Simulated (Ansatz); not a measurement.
## Nudged elastic band run: CH5Al

Input:

```yaml
crystal:
  periodic: [false, false, false]
  atoms:
    - { symbol: Al, position_ang: [0.56577, 0.028864, 0.000747] }
    - { symbol: C, position_ang: [1.082852, -0.033765, 1.879977] }
    - { symbol: H, position_ang: [0.241309, -0.21852, 2.56388] }
    - { symbol: H, position_ang: [1.84184, -0.814484, 2.056223] }
    - { symbol: H, position_ang: [1.556425, 0.916679, 2.181348] }
    - { symbol: H, position_ang: [1.68156, 0.2019, -1.114048] }
    - { symbol: H, position_ang: [-0.949955, -0.080674, -0.452129] }
basis:
  gaussian: { orbitals: def2-SVP }
hamiltonian:
  xc: cam_b3lyp
neb:
  order_check: false
  images: 5
  f_tol: 0.05
  max_iterations: 60
  final_atoms:
    - { symbol: Al, position_ang: [-0.5854907, 0.63363927, -1.2334967] }
    - { symbol: C, position_ang: [1.62437443, -0.08336497, 1.69800987] }
    - { symbol: H, position_ang: [0.57888322, -0.38003308, 1.531167] }
    - { symbol: H, position_ang: [2.07071105, -0.75622363, 2.44218588] }
    - { symbol: H, position_ang: [1.66038261, 0.94864176, 2.07160777] }
    - { symbol: H, position_ang: [2.19500951, -0.1525037, 0.76170296] }
    - { symbol: H, position_ang: [-1.52406911, -0.21015564, -0.15517877] }
  initial_path:
    images:
      - { positions_ang: [[0.56577, 0.028864, 0.000747], [1.082852, -0.033765, 1.879977], [0.241309, -0.21852, 2.56388], [1.84184, -0.814484, 2.056223], [1.556425, 0.916679, 2.181348], [1.68156, 0.2019, -1.114048], [-0.949955, -0.080674, -0.452129]] }
      - { positions_ang: [[0.38100586, 0.02600033, -0.00263509], [1.18773555, -0.02676873, 1.80663601], [0.29097509, -0.25033577, 2.38132247], [1.94543388, -0.78848721, 2.04803813], [1.58336722, 0.9447744, 2.1353526], [1.70812885, 0.13396171, -0.68321104], [-1.07684544, -0.03914472, -0.56950507]] }
      - { positions_ang: [[0.19624173, 0.02313665, -0.00601718], [1.29261909, -0.01977246, 1.73329501], [0.34064119, -0.28215154, 2.19876493], [2.04902776, -0.76249043, 2.03985326], [1.61030943, 0.9728698, 2.08935721], [1.73469769, 0.06602342, -0.25237407], [-1.20373589, 0.00238456, -0.68688115]] }
      - { positions_ang: [[0.01147759, 0.02027298, -0.00939928], [1.39750264, -0.0127762, 1.65995402], [0.39030728, -0.31396731, 2.0162074], [2.15262164, -0.73649364, 2.03166838], [1.63725165, 1.0009652, 2.04336181], [1.76126654, -0.00191487, 0.17846289], [-1.33062633, 0.04391384, -0.80425722]] }
      - { positions_ang: [[-0.18751184, 0.22472841, -0.41743175], [1.47312657, -0.03630579, 1.6726393], [0.45316592, -0.33598924, 1.85452726], [2.12531811, -0.74307031, 2.16850755], [1.64496197, 0.98352406, 2.05277713], [1.90584753, -0.05211115, 0.37287625], [-1.39510726, -0.04077599, -0.58789774]] }
      - { positions_ang: [[-0.38650127, 0.42918384, -0.82546423], [1.5487505, -0.05983538, 1.68532459], [0.51602457, -0.35801116, 1.69284713], [2.09801458, -0.74964697, 2.30534671], [1.65267229, 0.96608291, 2.06219245], [2.05042852, -0.10230743, 0.56728961], [-1.45958818, -0.12546582, -0.37153826]] }
      - { positions_ang: [[-0.5854907, 0.63363927, -1.2334967], [1.62437443, -0.08336497, 1.69800987], [0.57888322, -0.38003308, 1.531167], [2.07071105, -0.75622363, 2.44218588], [1.66038261, 0.94864176, 2.07160777], [2.19500951, -0.1525037, 0.76170296], [-1.52406911, -0.21015564, -0.15517877]] }
```

Launched with:

```bash
$ ansatz run input.yaml --threads 1 --pin off --max-ram 2048MiB --backend cpu --events-out ev --progress --plain --runs-dir out
```

Output, in part (warnings, iteration lines, the closing report on the highest movable image, with atoms numbered from 0):

```
NEB end point (image 0): max|allowed force component| = 2.395e-2 eV/Å (the criterion of neb.relax_end_points is 1.000e-2)
NEB end point (image 6): max|allowed force component| = 5.085e-3 eV/Å (the criterion of neb.relax_end_points is 1.000e-2)
NEB iter   1: max|band force component| = 9.704e0 eV/Å  barrier→ = 5.5602 eV  barrier← = 4.4560 eV  Δτ_max = 0.2000 Å  (229 SCF iters)
NEB iter   2: max|band force component| = 4.635e0 eV/Å  barrier→ = 4.2639 eV  barrier← = 3.1597 eV  Δτ_max = 0.1996 Å  (143 SCF iters)
NEB iter   3: max|band force component| = 1.701e0 eV/Å  barrier→ = 3.8229 eV  barrier← = 2.7187 eV  Δτ_max = 0.2000 Å  (135 SCF iters)
NEB iter   4: max|band force component| = 8.045e-1 eV/Å  barrier→ = 3.5296 eV  barrier← = 2.4254 eV  Δτ_max = 0.2000 Å  (129 SCF iters)
NEB iter   5: max|band force component| = 5.528e-1 eV/Å  barrier→ = 3.3218 eV  barrier← = 2.2176 eV  Δτ_max = 0.1962 Å  (126 SCF iters)
NEB iter   6: max|band force component| = 5.148e-1 eV/Å  barrier→ = 3.3534 eV  barrier← = 2.2492 eV  Δτ_max = 0.0795 Å  (122 SCF iters)
NEB iter   7: max|band force component| = 9.273e-1 eV/Å  barrier→ = 3.2823 eV  barrier← = 2.1781 eV  CI = image 3  Δτ_max = 0.0998 Å  (116 SCF iters)
NEB iter   8: max|band force component| = 6.363e-1 eV/Å  barrier→ = 3.3559 eV  barrier← = 2.2517 eV  CI = image 3  Δτ_max = 0.0707 Å  (120 SCF iters)
NEB iter   9: max|band force component| = 2.668e-1 eV/Å  barrier→ = 3.3350 eV  barrier← = 2.2308 eV  CI = image 3  Δτ_max = 0.0855 Å  (116 SCF iters)
NEB iter  10: max|band force component| = 1.718e-1 eV/Å  barrier→ = 3.3273 eV  barrier← = 2.2231 eV  CI = image 3  Δτ_max = 0.0335 Å  (112 SCF iters)
NEB iter  11: max|band force component| = 1.103e-1 eV/Å  barrier→ = 3.3262 eV  barrier← = 2.2220 eV  CI = image 3  Δτ_max = 0.0265 Å  (111 SCF iters)
NEB iter  12: max|band force component| = 8.056e-2 eV/Å  barrier→ = 3.3257 eV  barrier← = 2.2215 eV  CI = image 3  Δτ_max = 0.0190 Å  (110 SCF iters)
NEB iter  13: max|band force component| = 3.937e-2 eV/Å  barrier→ = 3.3254 eV  barrier← = 2.2212 eV  CI = image 3  Δτ_max = 0.0000 Å  (222 SCF iters)
Total energy: -7708.11822902 eV, -283.2681201661 hartree
Atom 0 at     0.412251    -0.041037    -0.498171 Å, force     0.016735    -0.017269     0.027519 eV/Å
Atom 1 at     1.170968    -0.029951     1.616908 Å, force    -0.011969     0.019193    -0.005251 eV/Å
Atom 2 at     0.424029    -0.634763     2.157032 Å, force     0.006607     0.006976    -0.006398 eV/Å
Atom 3 at     2.175296    -0.341604     1.933022 Å, force     0.008173    -0.013393    -0.000545 eV/Å
Atom 4 at     1.045864     1.038671     1.863325 Å, force    -0.009964    -0.012108    -0.000458 eV/Å
Atom 5 at     1.802839    -0.468573     0.105393 Å, force    -0.026202     0.015216    -0.012738 eV/Å
Atom 6 at    -1.011446     0.477256    -0.061512 Å, force     0.016621     0.001385    -0.002130 eV/Å
Dipole moment:    -0.030031     0.029883     0.123829 e Å
```

The forces met the threshold. Neighbouring images differ by up to 2.5 eV, so the band resolves the path poorly. A vibrational analysis at the climbing image gives one clearly imaginary mode, 1396i cm⁻¹: a first-order saddle point. The orbitals stay closed-shell, which can raise the energy where a bond breaks towards radicals; this wasn't checked here.

Final band (atoms are numbered from 1 in the order of the input):

```csv
image,path coordinate (Å),energy (kJ/mol),Al1–C2 (Å),Al1–H6 (Å),C2–H6 (Å)
0,0.00,0.0,1.95,1.59,3.06
1,0.86,0.0,1.95,1.59,3.09
2,1.72,81.2,1.92,1.54,2.47
3,2.58,320.9,2.25,1.58,1.70
4,3.52,116.4,2.99,2.26,1.11
5,4.47,107.2,3.69,3.16,1.10
6,5.41,106.5,3.74,3.51,1.10
```

Time of the run: 57 s on 1 thread of INTEL(R) XEON(R) PLATINUM 8581C CPU @ 2.30GHz (Emerald Rapids), with other jobs on the host, peak memory 0.13 GiB.
